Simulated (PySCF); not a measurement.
## Fluorine: a sound run and one with changed settings

Sound run: F [He] 2s2 2p5, F⁺ [He] 2s2 2p4. Calculation: PySCF 2.14, in cc-pVDZ; no relativity, point nucleus. In the sound run the correlated levels freeze 1s2. The sound run starts from symmetry-adapted Hartree-Fock orbitals and uses a fine grid where one is needed.

A second run was set up differently.

```tsv
species	method	sound run (hartree)	changed run (hartree)	converged
F	MP2	-99.51584	-99.51776	yes
F	CCSD(T)	-99.52757	-99.52932	yes
F⁺	MP2	-98.89901	-98.90077	yes
F⁺	CCSD(T)	-98.91361	-98.91523	yes
```

Ionisation energy of F:

```csv
method,sound run (eV),changed run (eV)
UHF,15.640,15.640
MP2,16.785,16.789
SCS-MP2,16.744,16.745
CCSD,16.704,16.707
CCSD(T),16.707,16.710
```

Task: What was changed?
A. level shift left on
B. basis contracted for another Hamiltonian
C. a valence shell is frozen
D. all electrons correlated in a valence basis

Result: D. A valence basis has no tight correlating functions, so it recovers only part of the core correlation, and not evenly between atom and ion.
